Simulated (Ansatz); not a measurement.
The cluster Mg₃H₄. The state is a singlet with charge 0. Geometry r2SCAN-D4/def2-TZVP.

```
atom   x (Å)   y (Å)   z (Å)
 Mg1  -0.963  -0.339  -1.369
 Mg2   0.849   1.086   0.927
 Mg3   0.309  -1.487   1.005
  H4  -0.167   0.141   2.106
  H5  -1.888  -0.279  -2.818
  H6  -0.095   1.227  -0.593
  H7   1.955  -0.350   0.744
```

HSE06 is defined as in plane-wave codes, on full-range PBE exchange. The restricted singlet is unstable towards broken spin symmetry in Hartree–Fock (as tested in another run); at LDA (SPW92)/def2-TZVP, PBE-D4/def2-TZVP, r2SCAN-D4/def2-TZVP, PBE0-D4/def2-TZVP and others this wasn't settled. Another isomer (singlet) lies 0.37 eV lower at PBE0-D4/def2-TZVP; other spin states weren't run for this one.

**Question.** Estimate the orbital energies around the gap (eV) in Ansatz with LDA (SPW92)/def2-TZVP, PBE-D4/def2-TZVP, r2SCAN-D4/def2-TZVP, PBE0-D4/def2-TZVP, HSE06-D4/def2-TZVP.

**Answer.** 
```
orbital  LDA (SPW92)/def2-TZVP  PBE-D4/def2-TZVP  r2SCAN-D4/def2-TZVP  PBE0-D4/def2-TZVP  HSE06-D4/def2-TZVP
 HOMO−9                 -46.89            -46.82               -48.29             -50.91              -50.51
 HOMO−8                 -46.88            -46.81               -48.27             -50.90              -50.49
 HOMO−7                 -46.81            -46.68               -48.07             -50.69              -50.28
 HOMO−6                 -46.75            -46.61               -47.99             -50.63              -50.22
 HOMO−5                 -46.63            -46.48               -47.85             -50.52              -50.12
 HOMO−4                  -9.45             -9.33                -9.69             -10.78              -10.35
 HOMO−3                  -7.63             -7.55                -7.86              -8.78               -8.37
 HOMO−2                  -6.42             -6.38                -6.70              -7.54               -7.14
 HOMO−1                  -6.15             -6.03                -6.19              -7.11               -6.71
   HOMO                  -4.60             -4.47                -4.49              -5.06               -4.71
   LUMO                  -2.68             -2.57                -2.42              -2.03               -2.36
 LUMO+1                  -2.58             -2.42                -2.22              -1.77               -2.12
 LUMO+2                  -1.54             -1.34                -1.06              -0.68               -1.04
 LUMO+3                  -0.70             -0.53                -0.17               0.08               -0.26
 LUMO+4                  -0.53             -0.31                 0.16               0.37                0.02
 LUMO+5                   0.10              0.24                 0.70               0.86                0.52
```
